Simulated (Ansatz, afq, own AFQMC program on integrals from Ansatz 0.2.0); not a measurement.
**NH4 (doublet): AFQMC on the coupled-cluster ladder at distance N1–H4 along a hydrogen transfer = 1.278 Å, cc-pVTZ**

How near does AFQMC come to the top of the ladder for NH4 (doublet)?

Computed with Ansatz 0.2.0, Gaussian basis, and an in-house AFQMC program (afq) on its integrals; all values are calculated. Level: cc-pVTZ, frozen cores.

Plan: PBE (unrestricted); r2SCAN (unrestricted); PBE0 (unrestricted); B3LYP (unrestricted); CCSD(T) on UHF; wB97M-V (unrestricted); B2PLYP (unrestricted); CCSDT(Q) on UHF; Phaseless AFQMC, CISD trial on UHF.

### Step 1. The system

The geometry derives from fragments relaxed apart (PBE0/def2-TZVP) and kept rigid, so it is no stationary point. A hydrogen atom is moved between rigid fragments.

5 atoms, charge 0, spin multiplicity 2.

Atoms are counted from 1 here; the program's logs count them from 0.

Bond lengths: N1–H2 1.012 Å, N1–H3 1.012 Å, N1–H4 1.278 Å, H4–H5 0.745 Å. Angles: H2–N1–H3 107.1°, H2–N1–H4 107.1°, H3–N1–H4 107.1°, N1–H4–H5 180.0°.

### Step 2. PBE (unrestricted)

The input, in.yaml:

```yaml
crystal:
  periodic: [false, false, false]
  atoms:
    - {symbol: N, position_ang: [-0.151229, -0.031601, -0.049186]}
    - {symbol: H, position_ang: [-0.448508, 0.936233, -0.049186]}
    - {symbol: H, position_ang: [-0.448508, -0.433900, 0.831073]}
    - {symbol: H, position_ang: [1.126771, -0.031600, -0.049187]}
    - {symbol: H, position_ang: [1.871771, -0.031600, -0.049187]}
basis:
  gaussian: {orbitals: cc-pVTZ}
magnetization: {spin_polarized: true, initial_magnetization: 1}
hamiltonian: {xc: {name: PBE}}
output: {orbitals: {seedname: orbitals}}
```

The run is started by

```
ansatz run in.yaml --threads 1 --pin off --events-out ev --progress --plain --max-ram 5120MiB --backend cpu
```

The log of the run:

```text
Functional definition: PBE
  name "PBE"
  cite "Perdew, Burke & Ernzerhof, Phys. Rev. Lett. 77, 3865 (1996) doi:10.1103/PhysRevLett.77.3865"
  parent pbe
  parameter kappa = 0.804
  parameter beta = 0.06672455060314922
  exchange = pbe_x(kappa = kappa, mu = beta*pi^2/3)
  correlation = pbe_c(beta = beta)
415 factors; their error is unknown
mean field evaluation 1: about -1544.6247 eV, gradient 3.9e1 eV
mean field evaluation 2: about -1526.9643 eV, gradient 6.7e1 eV
mean field evaluation 4: about -1550.3590 eV, gradient 4.4e0 eV
mean field evaluation 8: about -1550.4927 eV, gradient 2.5e-2 eV
mean field evaluation 16: about -1550.4852 eV, gradient 3.3e-5 eV
mean field -1550.48523860 eV, -56.9792815617 hartree, gradient 3.3e-5 eV, S^2 0.753806; 0 other end points of the search recorded, 0 dependent functions left out
reference -1550.48526383 eV, -56.9792824892 hartree; 6, 5 occupied and 80, 81 virtual orbitals, 415 factors
Total energy: -1550.48526383 eV, -56.9792824892 hartree
```

Run time: 0.69 s. Hardware: 1 thread of AMD EPYC 7R13 (Zen 3), shared host; peak memory 1.8 GiB.

From the report: ⟨S²⟩ of the determinant 0.754 (pure doublet: 0.75).

### Step 3. r2SCAN (unrestricted)

Changes to in.yaml since step 2:

```diff
@@ -11,3 +11,2 @@
 magnetization: {spin_polarized: true, initial_magnetization: 1}
-hamiltonian: {xc: {name: PBE}}
-output: {orbitals: {seedname: orbitals}}
+hamiltonian: {xc: {name: r2SCAN}}
```

Same command.

The log of the run:

```text
Functional definition: r2SCAN
  name "r2SCAN"
  cite "Furness, Kaplan, Ning, Perdew & Sun, J. Phys. Chem. Lett. 11, 8208 (2020) doi:10.1021/acs.jpclett.0c02405"
  cite "Furness, Kaplan, Ning, Perdew & Sun, J. Phys. Chem. Lett. 11, 9248 (2020) doi:10.1021/acs.jpclett.0c03077"
  parent r2scan
  parameter k0 = 0.174
  parameter k1 = 0.065
  parameter a1 = 4.9479
  exchange = r2scan_x(k0 = k0, k1 = k1, a1 = a1)
  correlation = r2scan_c
415 factors; their error is unknown
mean field evaluation 1: about -1546.7445 eV, gradient 3.5e1 eV
mean field evaluation 2: about -1537.9892 eV, gradient 5.4e1 eV
mean field evaluation 4: about -1551.6063 eV, gradient 2.1e0 eV
mean field evaluation 8: about -1551.6345 eV, gradient 1.8e-2 eV
mean field evaluation 16: about -1551.6269 eV, gradient 1.9e-5 eV
mean field -1551.62688408 eV, -57.0212362596 hartree, gradient 2.4e-5 eV, S^2 0.757828; 0 other end points of the search recorded, 0 dependent functions left out
reference -1551.62689372 eV, -57.0212366138 hartree; 6, 5 occupied and 80, 81 virtual orbitals, 415 factors
Total energy: -1551.62689372 eV, -57.0212366138 hartree
```

It took 1.4 s on 1 thread of AMD EPYC 7R13 (Zen 3), shared host; peak memory 1.8 GiB.

From the report: ⟨S²⟩ of the determinant 0.758 (pure doublet: 0.75).

### Step 4. PBE0 (unrestricted)

Changes to in.yaml since step 3:

```diff
@@ -11,2 +11,3 @@
 magnetization: {spin_polarized: true, initial_magnetization: 1}
-hamiltonian: {xc: {name: r2SCAN}}
+hamiltonian: {xc: {name: PBE0}}
+output: {orbitals: {seedname: orbitals}}
```

Launched as before.

The log of the run:

```text
Functional definition: PBE0
  name "PBE0"
  cite "Adamo & Barone, J. Chem. Phys. 110, 6158 (1999) doi:10.1063/1.478522"
  cite "Perdew, Burke & Ernzerhof, Phys. Rev. Lett. 77, 3865 (1996) doi:10.1103/PhysRevLett.77.3865"
  parent pbe
  parameter a = 0.25
  parameter kappa = 0.804
  parameter beta = 0.06672455060314922
  exchange = (1 - a)*pbe_x(kappa = kappa, mu = beta*pi^2/3) + a*exact_x
  correlation = pbe_c(beta = beta)
418 factors; their error is unknown
mean field evaluation 1: about -1546.7991 eV, gradient 3.1e1 eV
mean field evaluation 2: about -1543.0425 eV, gradient 4.1e1 eV
mean field evaluation 4: about -1550.5548 eV, gradient 7.1e-1 eV
mean field evaluation 8: about -1550.5546 eV, gradient 1.6e-1 eV
mean field evaluation 16: about -1550.5546 eV, gradient 3.6e-5 eV
mean field -1550.55464181 eV, -56.9818320829 hartree, gradient 3.6e-5 eV, S^2 0.757422; 0 other end points of the search recorded, 0 dependent functions left out
reference -1550.55466155 eV, -56.9818328083 hartree; 6, 5 occupied and 80, 81 virtual orbitals, 418 factors
Total energy: -1550.55466155 eV, -56.9818328083 hartree
```

It took 0.78 s on 1 thread of AMD EPYC 7R13 (Zen 3), shared host; peak memory 1.8 GiB.

From the report: ⟨S²⟩ of the determinant 0.757 (pure doublet: 0.75).

### Step 5. B3LYP (unrestricted)

Changes to in.yaml since step 4:

```diff
@@ -11,3 +11,2 @@
 magnetization: {spin_polarized: true, initial_magnetization: 1}
-hamiltonian: {xc: {name: PBE0}}
-output: {orbitals: {seedname: orbitals}}
+hamiltonian: {xc: {name: B3LYP}}
```

The command is unchanged.

The log of the run (excerpt; [...] marks lines left out):

```text
Functional definition: B3LYP
  name "B3LYP"
  cite "Stephens, Devlin, Chabalowski & Frisch, J. Phys. Chem. 98, 11623 (1994) doi:10.1021/j100096a001"
  cite "Becke, Phys. Rev. A 38, 3098 (1988) doi:10.1103/PhysRevA.38.3098"
  cite "Lee, Yang & Parr, Phys. Rev. B 37, 785 (1988) doi:10.1103/PhysRevB.37.785"
  cite "Vosko, Wilk & Nusair, Can. J. Phys. 58, 1200 (1980) doi:10.1139/p80-159"
[...]
415 factors; their error is unknown
[...]
mean field -1552.71421819 eV, -57.0611950510 hartree, gradient 2.1e-5 eV, S^2 0.756007; 0 other end points of the search recorded, 0 dependent functions left out
reference -1552.71438317 eV, -57.0612011138 hartree; 6, 5 occupied and 80, 81 virtual orbitals, 415 factors
Total energy: -1552.71438317 eV, -57.0612011138 hartree
```

Run time: 0.78 s. Hardware: 1 thread of AMD EPYC 7R13 (Zen 3), shared host; peak memory 1.8 GiB.

From the report: ⟨S²⟩ of the determinant 0.756 (pure doublet: 0.75).

### Step 6. CCSD(T) on UHF

Changes to in.yaml since step 5:

```diff
@@ -11,2 +11,2 @@
 magnetization: {spin_polarized: true, initial_magnetization: 1}
-hamiltonian: {xc: {name: B3LYP}}
+correlation: {method: ccsd_t, electrons: outside_noble_gas, hamiltonian_folder: ham}
```

The run is started by

```
ansatz run in.yaml --threads 1 --pin off --events-out ev --progress --plain --max-ram 15360MiB --backend cuda --devices 0, --max-vram 18GiB
```

The log of the run (excerpt; [...] marks lines left out):

```text
Functional definition: HF
  name "HF"
  cite "Fock, Z. Phys. 61, 126 (1930) doi:10.1007/BF01340294"
  parent pbe
[...]
477 factors; integrals over basis functions are off by at most 1.4e-3 eV
[...]
mean field -1542.07713788 eV, -56.6702895597 hartree, gradient 1.4e-6 eV, S^2 0.776394; 1 other end points of the search recorded, 0 dependent functions left out
determinant -1542.07713788 eV, -56.6702895597 hartree, with singles and doubles -1549.20042214 eV, -56.9320654277 hartree
determinant -1539.59427779 eV, -56.5790461342 hartree, with singles and doubles -1546.63118549 eV, -56.8376477225 hartree
1 core orbitals not correlated: weight in the atoms' cores, before any rotation towards them, 1.000 or more for the frozen orbitals, at most 0.000 for the correlated occupied ones
reference -1542.07713788 eV, -56.6702895597 hartree; 5, 4 occupied and 80, 81 virtual orbitals, 477 factors
second order -6.42184530 eV of doubles, -0.00000000 eV of singles
cycle   1  -7.01023072 eV  change   -5.4e-1 eV  update   1.6e-2
[...]
cycle  10  -7.02825822 eV  change   -9.2e-6 eV  update   9.6e-6
perturbative correction -0.21479273 eV, -0.0078934871 hartree
Total energy: -1549.32018882 eV, -56.9364667723 hartree
```

Wall time 4.3 s (1 × NVIDIA H100 80GB HBM3 with 1 thread of AMD EPYC 7R13 (Zen 3), shared host); peak host memory 1.8 GiB.

From the report: ⟨S²⟩ of the determinant 0.776 (pure doublet: 0.75); correlation -7.2431 eV; T1 0.019; largest double amplitude 0.03.

This run also writes the integrals to the folder ham.

### Step 7. wB97M-V (unrestricted)

Changes to in.yaml since step 6:

```diff
@@ -11,2 +11,3 @@
 magnetization: {spin_polarized: true, initial_magnetization: 1}
-correlation: {method: ccsd_t, electrons: outside_noble_gas, hamiltonian_folder: ham}
+hamiltonian: {xc: {name: wB97M-V}}
+output: {orbitals: {seedname: orbitals}}
```

The run is started by

```
ansatz run in.yaml --threads 1 --pin off --events-out ev --progress --plain --max-ram 5120MiB --backend cpu
```

The log of the run (excerpt; [...] marks lines left out):

```text
Functional definition: wB97M-V
  name "wB97M-V"
  cite "Mardirossian & Head-Gordon, J. Chem. Phys. 144, 214110 (2016) doi:10.1063/1.4952647"
  cite "Becke, J. Chem. Phys. 107, 8554 (1997) doi:10.1063/1.475007"
  cite "Vydrov & Van Voorhis, J. Chem. Phys. 133, 244103 (2010) doi:10.1063/1.3521275"
  # Of w^i u^j: cxij and so on, Table III.
[...]
  gx(w, u) = 1 - cx + cx01*u + cx10*w
  gss(w, u) = css00 + css04*u^4 + css10*w + css20*w^2 + css43*w^4*u^3
  gos(w, u) = cos00 + cos10*w + (cos20 + cos21*u)*w^2 + (cos60 + cos61*u)*w^6
[...]
      + integral(e_c_pw_mod_opposite_spin*gos(b97_w_opposite, b97_u_opposite)) + vv10(b, c)
415 factors; their error is unknown
111 factors; integrals over basis functions are off by at most 2.0e-5 eV
[...]
mean field -1551.23920442 eV, -57.0069892947 hartree, gradient 1.5e-5 eV, S^2 0.755644; 0 other end points of the search recorded, 0 dependent functions left out
reference -1551.23923624 eV, -57.0069904640 hartree; 6, 5 occupied and 80, 81 virtual orbitals, 415 factors
Total energy: -1551.23923624 eV, -57.0069904640 hartree
```

Run time: 2.7 s. Hardware: 1 thread of AMD EPYC 7R13 (Zen 3), shared host; peak memory 1.8 GiB.

From the report: ⟨S²⟩ of the determinant 0.756 (pure doublet: 0.75).

### Step 8. B2PLYP (unrestricted)

Changes to in.yaml since step 7:

```diff
@@ -11,3 +11,3 @@
 magnetization: {spin_polarized: true, initial_magnetization: 1}
-hamiltonian: {xc: {name: wB97M-V}}
-output: {orbitals: {seedname: orbitals}}
+hamiltonian: {xc: {name: B2PLYP}}
+correlation: {electrons: outside_noble_gas}
```

Same command.

The log of the run (excerpt; [...] marks lines left out):

```text
Functional definition: B2PLYP
  name "B2PLYP"
  cite "Grimme, J. Chem. Phys. 124, 034108 (2006) doi:10.1063/1.2148954"
  cite "Becke, Phys. Rev. A 38, 3098 (1988) doi:10.1103/PhysRevA.38.3098"
  cite "Lee, Yang & Parr, Phys. Rev. B 37, 785 (1988) doi:10.1103/PhysRevB.37.785"
[...]
477 factors; integrals over basis functions are off by at most 1.4e-3 eV
[...]
mean field -1548.92367405 eV, -56.9218951232 hartree, gradient 4.6e-6 eV, S^2 0.762823; 0 other end points of the search recorded, 0 dependent functions left out
1 core orbitals not correlated: weight in the atoms' cores, before any rotation towards them, 1.000 or more for the frozen orbitals, at most 0.000 for the correlated occupied ones
reference -1548.92378140 eV, -56.9218990683 hartree; 5, 4 occupied and 80, 81 virtual orbitals, 477 factors
second order -7.82697907 eV of doubles, -0.00000000 eV of singles
Total energy: -1551.03706575 eV, -56.9995608357 hartree
```

It took 1.1 s on 1 thread of AMD EPYC 7R13 (Zen 3), shared host; peak memory 1.8 GiB.

From the report: ⟨S²⟩ of the determinant 0.763 (pure doublet: 0.75).

### Step 9. CCSDT(Q) on UHF

Changes to in.yaml since step 8:

```diff
@@ -11,3 +11,2 @@
 magnetization: {spin_polarized: true, initial_magnetization: 1}
-hamiltonian: {xc: {name: B2PLYP}}
-correlation: {electrons: outside_noble_gas}
+correlation: {method: ccsdt_q, electrons: outside_noble_gas}
```

The run is started by

```
ansatz run in.yaml --threads 1 --pin off --events-out ev --progress --plain --max-ram 15360MiB --backend cuda --devices 0, --max-vram 18GiB
```

The log of the run (excerpt; [...] marks lines left out):

```text
Functional definition: HF
  name "HF"
  cite "Fock, Z. Phys. 61, 126 (1930) doi:10.1007/BF01340294"
  parent pbe
[...]
1068 factors; integrals over basis functions are off by at most 2.3e-7 eV
[...]
mean field -1542.07714255 eV, -56.6702897313 hartree, gradient 1.3e-6 eV, S^2 0.776394; 1 other end points of the search recorded, 0 dependent functions left out
determinant -1542.07714255 eV, -56.6702897313 hartree, with singles and doubles -1549.20044975 eV, -56.9320664425 hartree
determinant -1539.59428060 eV, -56.5790462376 hartree, with singles and doubles -1546.63120858 eV, -56.8376485712 hartree
1 core orbitals not correlated: weight in the atoms' cores, before any rotation towards them, 1.000 or more for the frozen orbitals, at most 0.000 for the correlated occupied ones
reference -1542.07714255 eV, -56.6702897313 hartree; 5, 4 occupied and 80, 81 virtual orbitals, 1068 factors
second order -6.42187055 eV of doubles, -0.00000000 eV of singles
cycle   1  -6.78028050 eV  change   -3.6e-1 eV  update   6.4e-2
[...]
cycle  17  -7.25744817 eV  change   -1.1e-7 eV  update   1.0e-6
perturbative correction -0.00854483 eV, -0.0003140168 hartree
Total energy: -1549.34313556 eV, -56.9373100492 hartree
```

It took 13 s on 1 × NVIDIA H100 80GB HBM3 with 1 thread of AMD EPYC 7R13 (Zen 3), shared host; peak host memory 1.8 GiB.

From the report: ⟨S²⟩ of the determinant 0.776 (pure doublet: 0.75); correlation -7.2660 eV; T1 0.018; largest double amplitude 0.04.

### Step 10. Phaseless AFQMC, CISD trial on UHF

It reads the integrals that the CCSD(T) run on this determinant wrote.

The run is started by

```
afq ham --method phaseless --trial cisd --walkers 1800 --populations 20 --least-time 60 --time-step 0.005 --steps-per-block 50 --equilibration-blocks 28 --max-blocks 4000 --target-error 0.00018 --factor-cut 1e-05 --start spin_pure --seed 1714 --release-times 0.24,0.51,0.99,1.62,2.4 --release-step 0.03 --release-every 3 --taylor-order 6
```

The log of the run:

```text
orbitals 85  electrons 5 4  factors 477 of 477
reference energy -56.67028956 Eh
CCSD correlation -0.25828376 Eh in 13 cycles, weight of the determinant in the CISD state 0.9145
energy of the start -56.927657 Eh
 block  time / (1/Eh)  mean weight  energy / Eh
     1     0.250  0.9998  -56.927729
     2     0.500  1.0002  -56.931016
     3     0.750  1.0003  -56.934035
     4     1.000  1.0000  -56.934968
     5     1.250  0.9997  -56.936129
     6     1.500  1.0006  -56.936104
     7     1.750  0.9996  -56.935871
     8     2.000  0.9999  -56.936282
     9     2.250  0.9993  -56.937108
    10     2.500  1.0001  -56.938478
    11     2.750  1.0003  -56.936570
    12     3.000  0.9997  -56.936666
    13     3.250  1.0002  -56.938832
    14     3.500  0.9993  -56.937770
    15     3.750  1.0004  -56.937119
    16     4.000  0.9987  -56.936110
    17     4.250  0.9994  -56.936311
    18     4.500  1.0005  -56.936051
    19     4.750  0.9998  -56.936365
    20     5.000  1.0002  -56.936579
    21     5.250  1.0001  -56.937246
    22     5.500  0.9997  -56.936530
    23     5.750  0.9999  -56.937368
    24     6.000  1.0000  -56.938474
    25     6.250  1.0005  -56.938474
    26     6.500  1.0003  -56.938616
    27     6.750  1.0001  -56.937799
    28     7.000  0.9998  -56.936856
    29     7.250  0.9999  -56.936641
    30     7.500  1.0003  -56.937785
    31     7.750  1.0002  -56.938422
    32     8.000  1.0004  -56.936682
    33     8.250  1.0001  -56.936910
    34     8.500  1.0007  -56.936856
    35     8.750  1.0003  -56.937978
    36     9.000  1.0001  -56.937749
    37     9.250  0.9995  -56.937202
    38     9.500  0.9998  -56.936417
    39     9.750  0.9998  -56.936946
    40    10.000  1.0005  -56.935771
    41    10.250  1.0004  -56.937016
    42    10.500  1.0002  -56.936079
    43    10.750  1.0000  -56.937279
    44    11.000  1.0005  -56.937180
    45    11.250  1.0003  -56.938037
    46    11.500  0.9997  -56.936940
    47    11.750  0.9999  -56.936815
    48    12.000  1.0004  -56.936847
    49    12.250  1.0002  -56.936599
    50    12.500  1.0001  -56.938125
    51    12.750  0.9998  -56.937253
    52    13.000  0.9999  -56.936155
    53    13.250  1.0000  -56.935496
    54    13.500  1.0003  -56.936648
    55    13.750  0.9991  -56.937319
    56    14.000  1.0004  -56.936933
    57    14.250  0.9994  -56.937371
    58    14.500  1.0001  -56.936241
    59    14.750  0.9999  -56.937168
    60    15.000  0.9999  -56.936654
    61    15.250  1.0000  -56.937733
    62    15.500  1.0008  -56.937533
    63    15.750  0.9997  -56.936898
    64    16.000  1.0001  -56.936621
    65    16.250  1.0000  -56.936760
    66    16.500  1.0002  -56.936612
    67    16.750  0.9999  -56.937390
    68    17.000  1.0002  -56.937423
    69    17.250  0.9997  -56.936401
    70    17.500  1.0003  -56.936931
    71    17.750  0.9994  -56.937071
    72    18.000  1.0001  -56.936398
    73    18.250  0.9999  -56.936896
    74    18.500  1.0001  -56.936376
    75    18.750  1.0002  -56.936188
    76    19.000  1.0000  -56.937365
    77    19.250  0.9996  -56.936735
    78    19.500  1.0000  -56.936649
error from the spread of 20 populations
released: time / (1/Eh)  energy / Eh  error  mean overlap
  0.24  -56.937029  0.000181  1.0008
  0.51  -56.937140  0.000132  0.9979
  0.99  -56.937129  0.000133  0.9977
  1.62  -56.937410  0.000140  0.9781
  2.40  -56.937515  0.000227  0.9685
energy -56.936950 +/- 0.000176 Eh
```

Wall time 56 s (1 × NVIDIA H100 80GB HBM3 with 2 threads of AMD EPYC 7R13 (Zen 3), shared host); peak host memory 1.8 GiB.

Energy -1549.3333 ± 0.0048 eV. Caveats: constraint bias not in the error.

### Step 11. AFQMC on the ladder

On the UHF determinant, counted from CCSDT(Q) (a yardstick, not exact):

| level | energy (eV) | from CCSDT(Q) (meV) | statistical error (meV) | time |
| --- | --- | --- | --- | --- |
| HF | -1542.0771 | +7266.0 |  |  |
| MP2 | -1548.4990 | +844.2 |  |  |
| CCSD | -1549.1054 | +237.7 |  |  |
| CCSD(T) | -1549.3202 | +22.9 |  |  |
| CCSDT(Q) | -1549.3431 | 0.0 |  |  |
| Phaseless AFQMC, CISD trial, step 0.005, 1800 walkers | -1549.3333 | +9.8 | 4.8 | 56 s |

The functionals' totals stand on their own zeros and serve differences with other points: PBE -1550.485 eV; r2SCAN -1551.627 eV; PBE0 -1550.555 eV; B3LYP -1552.714 eV; wB97M-V -1551.239 eV; B2PLYP -1551.037 eV.

### Step 12. Summary of results

| quantity | value |
| --- | --- |
| CCSD(T) on UHF from CCSDT(Q) | +22.9 meV |
| Phaseless AFQMC, CISD trial on UHF from CCSDT(Q) | +9.8 ± 4.8 meV |

What this shows: On UHF the phaseless walk with the CISD trial lies +9.8 meV from CCSDT(Q), within three error bars. Error bars are statistical and leave out the constraint, the time step and what remains of the start.
